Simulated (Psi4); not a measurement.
# r2SCAN/aug-cc-pVDZ run of BH3S2 (SMILES SBS)

Aim: the energy change on altering one bond length of BH3S2 at r2SCAN/aug-cc-pVDZ, from 2 runs. 

The calculation is run with Psi4 1.11.

4 further runs of the same task are left out: 3 that didn't finish, 1 set aside as unsound or not needed.

**1. The molecule**

BH3S2: 6 atoms, total charge 0, spin state singlet. As SMILES, `SBS`. Geometry: relaxed at PBE0-D4/def2-TZVP. This is one conformer, not always the lowest.

Bond lengths: S1–B2 1.783 Å, B2–S3 1.787 Å, S1–H4 1.346 Å, B2–H5 1.190 Å, S3–H6 1.342 Å. Angles: S1–B2–S3 122.5°, S1–B2–H5 116.2°, S3–B2–H5 121.4°, B2–S1–H4 98.9°, B2–S3–H6 97.3°.

**2. A single-point energy at r2SCAN/aug-cc-pVDZ**

File run.py:

```python
import numpy as np
from ase.calculators.psi4 import Psi4
from ase import Atoms

atoms = Atoms(['S', 'B', 'S', 'H', 'H', 'H'], positions=[
    [-0.819900, -0.605200, -1.516500],
    [0.091400, -0.453600, 0.008900],
    [0.333100, 1.114800, 0.829800],
    [-1.145600, 0.688100, -1.694600],
    [0.535500, -1.462200, 0.457500],
    [1.047600, 0.654100, 1.868800],
])
calc = Psi4(atoms=atoms, method='r2scan', basis='aug-cc-pVDZ', memory='1600MB', num_threads=1, charge=0, multiplicity=1, label='bh3s2')
calc.psi4.set_options({'puream': True, 'e_convergence': 1e-09, 'd_convergence': 1e-08, 'scf_type': 'pk', 'dft_radial_points': 99, 'dft_spherical_points': 590})
atoms.calc = calc

print(f'energy: {atoms.get_potential_energy():.6f} eV')
```

Run with:

```
$ python run.py
```

bh3s2.dat:

```text
[...]
  Running in c1 symmetry.
[...]
  Nuclear repulsion =  119.768715267477347
[...]
  Multiplicity = 1
[...]
  Nalpha       = 20
  Nbeta        = 20
[...]
    Number of basis functions: 104
[...]
   @RKS iter   1:  -822.84097562992577   -9.04326e-02   4.95698e-03 DIIS/ADIIS
[...]
   @RKS iter  12:  -823.02759377362202   -1.36424e-12   2.92264e-09 DIIS
[...]
    Orbital Energies [Eh]
    ---------------------
    Doubly Occupied:
       1A    -88.574201     2A    -88.572768     3A     -7.874732
       4A     -7.873148     5A     -6.681281     6A     -5.820689
       7A     -5.819180     8A     -5.816305     9A     -5.814651
      10A     -5.813639    11A     -5.812068    12A     -0.739737
      13A     -0.703630    14A     -0.477530    15A     -0.428735
      16A     -0.376225    17A     -0.318838    18A     -0.305012
      19A     -0.298374    20A     -0.247336
[...]
  @RKS Final Energy:  -823.02759377362202
   => Energetics <=
    Nuclear Repulsion Energy =            119.7687152674773472
    One-Electron Energy =               -1372.9273424845473528
    Two-Electron Energy =                 486.6116797939447451
    DFT Exchange-Correlation Energy =     -56.4806463504966842
    Empirical Dispersion Energy =           0.0000000000000000
    VV10 Nonlocal Energy =                  0.0000000000000000
    Total Energy =                       -823.0275937736220158
[...]
 Multipole Moments:
 ------------------------------------------------------------------------------------
     Multipole            Electronic (a.u.)      Nuclear  (a.u.)        Total (a.u.)
 ------------------------------------------------------------------------------------
 L = 1.  Multiply by 2.5417464519 to convert [e a0] to [Debye]
 Dipole X            :         -0.5313289            0.6561935            0.1248645
 Dipole Y            :          0.0884134            0.0595063            0.1479196
 Dipole Z            :         -0.8419250            1.0857936            0.2438686
 Magnitude           :                                                    0.3113572
[...]
```

The script printed:

```text
energy: -22395.721563 eV
```

It took 35 s on 1 thread of AMD EPYC 9R45 (Zen 5), shared host; peak memory 0.82 GiB.

**3. The distorted shape, same level**

File calc.in:

```
memory 1600 mb

molecule {
  0 1
  S     -1.677313    -0.052351    -2.763319
  B     -0.766013     0.099249    -1.237919
  S     -0.524313     1.667649    -0.417019
  H     -2.003013     1.240949    -2.941419
  H     -0.321913    -0.909351    -0.789319
  H      1.047600     0.654100     1.868800
  symmetry c1
  no_reorient
  no_com
}

set basis aug-cc-pVDZ
set reference rks
set puream true
set e_convergence 1e-09
set d_convergence 1e-08
set scf_type pk
set dft_radial_points 99
set dft_spherical_points 590

result, w = energy("r2scan", return_wfn=True)
oeprop(w, "MAYER_INDICES", "MULLIKEN_CHARGES", "DIPOLE")
print_variables()
```

Run with:

```
$ psi4 -i calc.in -o calc.out -n 1
```

calc.out:

```text
[...]
  Running in c1 symmetry.
[...]
  Nuclear repulsion =  115.336084454167647
[...]
  Multiplicity = 1
[...]
  Nalpha       = 20
  Nbeta        = 20
[...]
    Number of basis functions: 104
[...]
   @RKS iter   1:  -822.40288317626835    1.02570e-01   6.09533e-03 ADIIS/DIIS
[...]
   @RKS iter  16:  -822.86364607893631   -1.70530e-12   6.24389e-10 DIIS
[...]
    Orbital Energies [Eh]
    ---------------------
    Doubly Occupied:
       1A    -88.599663     2A    -88.585421     3A     -7.893916
       4A     -7.885572     5A     -6.686884     6A     -5.842294
       7A     -5.835574     8A     -5.832059     9A     -5.831402
      10A     -5.827795    11A     -5.824041    12A     -0.740622
      13A     -0.681397    14A     -0.478229    15A     -0.391751
      16A     -0.364099    17A     -0.314208    18A     -0.302144
      19A     -0.267470    20A     -0.249120
[...]
  @RKS Final Energy:  -822.86364607893631
   => Energetics <=
    Nuclear Repulsion Energy =            115.3360844541676471
    One-Electron Energy =               -1363.7286629410214118
    Two-Electron Energy =                 481.8154320876471957
    DFT Exchange-Correlation Energy =     -56.2864996797296513
    Empirical Dispersion Energy =           0.0000000000000000
    VV10 Nonlocal Energy =                  0.0000000000000000
    Total Energy =                       -822.8636460789363127
[...]
 Multipole Moments:
 ------------------------------------------------------------------------------------
     Multipole            Electronic (a.u.)      Nuclear  (a.u.)        Total (a.u.)
 ------------------------------------------------------------------------------------
 L = 1.  Multiply by 2.5417464519 to convert [e a0] to [Debye]
 Dipole X            :         76.1578851          -76.2190929           -0.0612078
 Dipole Y            :        -51.6325130           51.6399997            0.0074867
 Dipole Z            :        111.2771772         -111.3746772           -0.0975000
 Magnitude           :                                                    0.1153633
[...]
  Mulliken Charges: (a.u.)
   Center  Symbol    Alpha    Beta     Spin     Total
       1     S     8.08774  8.08774  0.00000 -0.17548
       2     B     2.66404  2.66404  0.00000 -0.32808
       3     S     8.10321  8.10321  0.00000 -0.20641
       4     H     0.45771  0.45771  0.00000  0.08457
       5     H     0.20011  0.20011  0.00000  0.59978
       6     H     0.48719  0.48719  0.00000  0.02562
   Total alpha = 20.00000, Total beta = 20.00000, Total charge = -0.00000
  Mayer Bond Indices:
[...]
```

It took 45 s on 1 thread of AMD EPYC 9R45 (Zen 5), shared host; peak memory 0.76 GiB.

**4. Summary of results**

Level: r2SCAN/aug-cc-pVDZ.

```
                                                         quantity          value
                                        first shape: total energy  -823.02759 Eh
                                       first shape: dipole moment         0.79 D
                                         first shape: HOMO energy       -6.73 eV
                                         first shape: LUMO energy       -1.58 eV
                                       first shape: HOMO–LUMO gap        5.16 eV
                                    distorted shape: total energy  -822.86365 Eh
                                   distorted shape: dipole moment         0.29 D
                                     distorted shape: HOMO energy       -6.78 eV
                                     distorted shape: LUMO energy       -6.07 eV
                                   distorted shape: HOMO–LUMO gap        0.71 eV
energy change with the S3–H6 bond stretched from 1.342 to 2.953 Å       4.461 eV
```

One bond (distorted shape) is far stretched, which a spin-restricted single reference describes badly; a broken-symmetry solution may lie lower. With the S3–H6 bond stretched from 1.342 to 2.953 Å the energy rises by 4.46 eV (430 kJ/mol). The first shape isn't relaxed at this level, so the change isn't measured from a minimum. A restricted reference can't describe the breaking bond well at this length.
